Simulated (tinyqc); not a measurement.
Inside a calculation. Method: Hueckel theory of the pi electrons with the omega technique, for the molecule C=CC=C (SMILES; centres numbered as the heavy atoms are written). One step of it, computed by the program tinyqc.

Question. Energy, charges, bond orders. E = sum n x; q_r = z_r - P_rr; bond order p = P_rs; free valence = sqrt(3) - sum of p over the bonds of the atom.

x values: 1.618034  0.618034  -0.618034  -1.618034

occupations: 2.000000  2.000000  0.000000  0.000000

charge and bond-order matrix P, lower triangle:
```
           1C        2C        3C        4C
1C   1.000000
2C   0.894427  1.000000
3C   0.000000  0.447214  1.000000
4C  -0.447214  0.000000  0.894427  1.000000
```

Centres:

| centre | z_r, pi electrons of the neutral centre | h |
|---|---|---|
| 1C | 1 | 0.000000 |
| 2C | 1 | 0.000000 |
| 3C | 1 | 0.000000 |
| 4C | 1 | 0.000000 |

Bonds:

| i | j | k |
|---|---|---|
| 1 | 2 | 1 |
| 2 | 3 | 1 |
| 3 | 4 | 1 |

Give: pi energy = 4 alpha + this times beta; pi charges; Bond orders and lengths from R = 1.517 - 0.180 p; free valence of the carbons; gap between the highest filled and the next level.

Answer.

pi energy = 4 alpha + this times beta = 4.4721

pi charges: 1C 0.0000, 2C 0.0000, 3C 0.0000, 4C 0.0000

Bond orders and lengths from R = 1.517 - 0.180 p (angstrom, C-C alone):

| bond | p | R |
|---|---|---|
| 1-2 | 0.8944 | 1.3560 |
| 2-3 | 0.4472 | 1.4365 |
| 3-4 | 0.8944 | 1.3560 |

free valence of the carbons: 1C 0.8376, 2C 0.3904, 3C 0.3904, 4C 0.8376

gap between the highest filled and the next level = 1.2361 |beta|
